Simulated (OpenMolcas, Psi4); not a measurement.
# Exact exchange and the dipole moment of SF2 (sulfur difluoride)

SF2: 3 atoms, total charge 0, spin state singlet. SMILES: `FSF`. The coordinates come from a PBE0-D4/def2-TZVP relaxation.

The dipole moment y, in D, basis def2-TZVP; a is the functional's share of exact exchange. Programs: OpenMolcas 26.06, Psi4 1.11.

| functional | program | a | y (D) |
| --- | --- | --- | --- |
| TPSS | OpenMolcas | 0 | 0.92 |
| PBE | OpenMolcas | 0 | 0.90 |
| TPSSh | Psi4 | 0.1 | ? |
| B3LYP | OpenMolcas | 0.2 | 1.12 |
| PBE0 | OpenMolcas | 0.25 | 1.06 |
| BHLYP | OpenMolcas | 0.5 | 1.28 |

**Question.** Fit y = c + s·a to the known rows and predict TPSSh.

**Answer.** 
1. Means of the 5 rows: a = 0.1900, y = 1.056.
2. Σ(Δa)² = 0.172, Σ(Δa·Δy) = 0.1258, so the slope is 0.1258/0.172 = 0.7314.
3. Intercept: 1.056 − (0.7314) × 0.1900 = 0.917. The largest residual of the fit is 0.057.
4. TPSSh: 0.917 + (0.7314) × 0.1 = 0.99 D.

The run gave 0.99 D, so the prediction is off by 0.00 D: they agree to the digits shown. More exact exchange makes the molecule more polar here. The measured value is 1.05 D (NIST CCCBDB).
